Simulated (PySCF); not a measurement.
**BH4O− (SMILES [BH3-]O): levels of theory compared**

We compute a comparison of 3 runs (wB97X-V/STO-6G, UMP2/STO-6G, CCSD(T)/STO-6G) of BH4O−. The job is set up through a Python script.

Program for the calculation: PySCF 2.14.0.

2 further runs of the same task are left out: 2 set aside as unsound or not needed.

## Step 1: The structure to begin with

BH4O−: 6 atoms, total charge -1, spin state singlet. As SMILES, `[BH3-]O`. The B1–H5 distance was set to 2.742 Å, away from the relaxed value. At this shape a bond of the SMILES string is far longer than usual.

Bond lengths: B1–O2 1.506 Å, B1–H3 1.247 Å, B1–H4 1.218 Å, O2–H6 0.957 Å. Angles: B1–O2–H6 105.4°, O2–B1–H3 110.8°, O2–B1–H4 108.0°, H3–B1–H4 109.7°.

## Step 2: A single-point energy at wB97X-V/STO-6G (run 1)

start.xyz

```xyz
6

B      0.782552     0.904949    -0.898978
O      0.843672     2.094819     0.021422
H      1.919962     0.428119    -1.082298
H      0.314922     1.273799    -1.961828
H     -0.789000    -1.072510     0.169030
H      1.213992     1.763959     0.839872
```

calc.py

```python
from pyscf import gto, dft

system = gto.Mole()
system.atom = 'start.xyz'
system.charge = -1
system.verbose = 3
system.spin = 0
system.basis = 'sto-6g'
system.max_memory = 1860
system.build()

mf = dft.RKS(system, xc='wb97x-v')
mf.grids.level = 5
mf.nlcgrids.level = 1
mf.conv_tol = 1e-10
mf.kernel()
if not mf.converged:
    mf = mf.newton().run(mf.mo_coeff, mf.mo_occ)

e_tot = mf.e_tot
print('Final energy', e_tot)
```

Started as:

```bash
$ OMP_NUM_THREADS=1 python calc.py
```

Standard output:

```text
converged SCF energy = -101.758429294012
Final energy -101.75842929401163
```

Run time: 24 s. Hardware: 1 thread of Intel Xeon Platinum 8375C at 2.90GHz (Ice Lake), shared host; peak memory 0.18 GiB.

## Step 3: The energy at UMP2/STO-6G (run 2)

job.py

```python
from pyscf import gto, mp

mol = gto.M(
    atom='''
B      0.782552     0.904949    -0.898978
O      0.843672     2.094819     0.021422
H      1.919962     0.428119    -1.082298
H      0.314922     1.273799    -1.961828
H     -0.789000    -1.072510     0.169030
H      1.213992     1.763959     0.839872
''',
    basis='sto-6g',
    verbose=3,
    max_memory=1860,
    charge=-1,
)

mf = mol.UHF()
mf.conv_tol = 1e-10
mf.kernel()
if not mf.converged:
    mf = mf.newton().run(mf.mo_coeff, mf.mo_occ)
for _ in range(3):
    mo, _, stable, _ = mf.stability(return_status=True)
    if stable:
        break
    mf.kernel(mf.make_rdm1(mo, mf.mo_occ))

pt = mp.MP2(mf, frozen=2).run()
etot = pt.e_tot
print('E = %.10f Eh' % etot)
```

Started as:

```bash
$ OMP_NUM_THREADS=1 python job.py
```

Standard output:

```text
converged SCF energy = -101.139857755224  <S^2> = 3.4200198e-11  2S+1 = 1
<class 'pyscf.scf.uhf.UHF'> wavefunction has an internal instability
converged SCF energy = -101.194957134922  <S^2> = 0.87703038  2S+1 = 2.1232337
<class 'pyscf.scf.uhf.UHF'> wavefunction is stable in the internal stability analysis
E(UMP2) = -101.26151929413  E_corr = -0.0665621592081112
E(SCS-UMP2) = -101.268877947874  E_corr = -0.0739208129522691
E = -101.2615192941 Eh
```

It took 0.95 s on 1 thread of Intel Xeon Platinum 8375C at 2.90GHz (Ice Lake), shared host; peak memory 0.12 GiB.

## Step 4: The energy at CCSD(T)/STO-6G (run 3)

run.py

```python
from pyscf import gto, cc

mol = gto.M(
    atom='''
B      1.478809     1.710106    -1.698822
O      1.594309     3.958634     0.040482
H      3.628202     0.809028    -2.045247
H      0.595116     2.407131    -3.707318
H     -1.490994    -2.026750     0.319420
H      2.294112     3.333399     1.587128
''',
    basis='sto-6g',
    charge=-1,
    max_memory=1860,
    unit='bohr',
    verbose=4,
)

mf = mol.RHF()
mf.conv_tol = 1e-10
mf.kernel()
if not mf.converged:
    mf = mf.newton().run(mf.mo_coeff, mf.mo_occ)

mycc = cc.CCSD(mf, frozen=2)
mycc.kernel()
e_t = mycc.ccsd_t()
e_final = mycc.e_tot + e_t
print(f'total energy: {e_final:.8f} hartree')
```

Started as:

```bash
$ OMP_NUM_THREADS=1 python run.py
```

Standard output:

```text
PySCF version 2.14.0

[... 60 lines left out ...]
converged SCF energy = -101.139857775194
[... 12 lines left out ...]
Init t2, MP2 energy = -101.251404181042  E_corr(MP2) -0.111546405848277
[... 14 lines left out ...]
CCSD converged
[... 2 lines left out ...]
total energy: -101.30504855 hartree
```

Run time: 0.89 s. Hardware: 1 thread of Intel Xeon Platinum 8375C at 2.90GHz (Ice Lake), shared host; peak memory 0.12 GiB.

## Step 5: Overview of the runs

```
run           level  integration grid  nlc grid  energy (Eh)  HOMO energy (eV)  LUMO energy (eV)  HOMO–LUMO gap (eV)  wall time
  1  wB97X-V/STO-6G                 5         1  -101.758429              3.65             11.58                7.93       24 s
  2     UMP2/STO-6G                 –         –  -101.261519              3.28             13.26                9.98     0.95 s
  3  CCSD(T)/STO-6G                 –         –  -101.305049              3.69             12.75                9.06     0.89 s
```

## Step 6: Outcome

| quantity | value |
| --- | --- |
| run 3: total energy | -101.30505 Eh |
| run 3: HOMO energy (Hartree–Fock orbitals) | 3.69 eV |
| run 3: LUMO energy (Hartree–Fock orbitals) | 12.75 eV |
| run 3: HOMO–LUMO gap (to an unbound level, set by the basis) | 9.06 eV |
| run 3: correlation energy (2 core orbitals frozen) | -165.2 mEh |
| run 3: (T) correction | -7.83 mEh |
| run 3: T1 diagnostic | 0.075 |

In runs 1, 2, 3 the HOMO lies above zero, so the outermost electron may be held by the basis alone. In run 3 the T1 diagnostic is large, so a single reference may not serve. In runs 1, 2, 3 the basis is minimal, so the values are rough. Spin contamination of the reference: run 2 ⟨S²⟩ = 0.88. Where it is this large, the reference is a mixture of spin states, and values that rest on it are in doubt. All runs together took 26 s, the longest 24 s.
